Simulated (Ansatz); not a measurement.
Relative stability

The two ends of one reaction step of CH$_{7}$ClSi, singlet (PBE0-D4/def2-TZVP).

A:

```xyz
10
angstrom
Si -0.9276 0.6552 -0.0952
Cl 1.0442 -2.7920 -1.1865
H -0.9945 1.8032 -1.0366
H -2.0179 0.7861 0.9062
H -1.2096 -0.5811 -0.8897
H 0.0820 -1.9430 -1.1044
C 0.7456 0.5356 0.7235
H 1.5373 0.4207 -0.0199
H 0.7898 -0.3222 1.3979
H 0.9507 1.4375 1.3046
```

B:

```tsv
atom	x (Å)	y (Å)	z (Å)
Si1	-1.8138	-0.1149	-1.1663
Cl2	-0.3901	-1.3936	-1.9146
H3	-2.1861	0.8440	-2.2315
H4	-1.2402	0.5984	-0.0032
H5	-2.9908	-0.9145	-0.7563
H6	1.5852	-0.4468	0.3450
C7	1.7243	0.1957	1.2139
H8	2.7275	0.0546	1.6155
H9	0.9893	-0.0603	1.9769
H10	1.5947	1.2374	0.9205
```

Program: Ansatz 0.2.0. Basis: def2-TZVPP. Cores are frozen in the correlated methods. B3LYP uses VWN-RPA correlation.

Which structure is lower at CCSD(T), and by how much? (An estimate is asked for; the value comes from the calculation.)

By the calculation: B, by 0.958 eV (electronic energy, against the other). By their contacts, A is a complex of CH₆Si ([CH3][SiH3]) + HCl and B is a complex of SiH₃Cl ([SiH3][Cl]) + CH₄.

All methods give the same order:

```tsv
method	E(B) − E(A) (eV)
SPW92	-0.808
PBE-D4	-0.918
BLYP-D4	-0.958
r2SCAN-D4	-0.991
B97M-V	-0.989
PBE0-D4	-0.955
B3LYP-D4	-0.987
r2SCAN0-D4	-1.005
BHLYP-D4	-1.040
CAM-B3LYP-D4	-0.982
wB97X-V	-0.993
wB97M-V	-0.988
B2PLYP	-1.017
PBE-QIDH	-0.996
RPA on PBE	-0.953
HF	-1.164
MP2	-0.999
CCSD	-0.976
CCSD(T)	-0.958
```

T1 diagnostic: at most 0.009.

Labels in which every atom is bracketed show which atoms are joined, not bond orders.

For scale, one of the runs: CCSD(T)/def2-TZVPP, 213 basis functions, launched by `ansatz run in.yaml --threads 4 --pin off --events-out ev --progress --plain --max-ram 9574MiB`. Hardware: 4 CPU threads of an Arm Neoverse V1, shared host. Wall time 37 s; peak host memory 2.8 GiB.
